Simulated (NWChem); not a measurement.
Basis-set dependence for CHO (+1)

```xyz
3

C      0.0000     0.0000    -0.5219
O      0.0000     0.0000     0.5966
H      0.0000     0.0000    -1.6409
```
Charge +1, spin multiplicity 1.

The numbers come from NWChem runs, not from measurements. The geometry was optimised at PBE/def2-SVP, a minimum by its harmonic frequencies.

Hartree-Fock energies in Ha, correlation energies in mHa.

The correlated methods keep 2 core orbitals frozen. The structure started from a generated list of species. No row is a measurement; the coupled-cluster row has its own basis-set and correlation limits.

| basis | functions | RHF | MP2 | SCS-MP2 | CCSD | CCSD+T(CCSD) | CCSD(T) | CR-CCSD[T] | CR-CCSD(T) | CCSDT |
|---|---|---|---|---|---|---|---|---|---|---|
| STO-3G | 11 | -111.50400 | -154.4 | -152.7 | -159.5 | -166.6 | -164.3 | -165.0 | -163.3 | -165.2 |
| def2-SVP | 33 | -112.87249 | -303.9 | -296.6 | -307.7 | -321.4 | -319.4 | -318.8 | -317.2 | -319.8 |
| def2-TZVP | 68 | -113.01190 | -363.6 | -357.8 | -364.0 | -383.1 | -381.2 | -379.6 | -378.1 | not run |
| def2-QZVP | 144 | -113.01719 | -390.6 | -387.0 | not run | not run | not run | not run | not run | not run |

From def2-TZVP to def2-QZVP the Hartree-Fock energy moves by -5.3 mHa and the MP2 correlation energy by -27.0 mHa, which is 7 % of its value in the larger set.
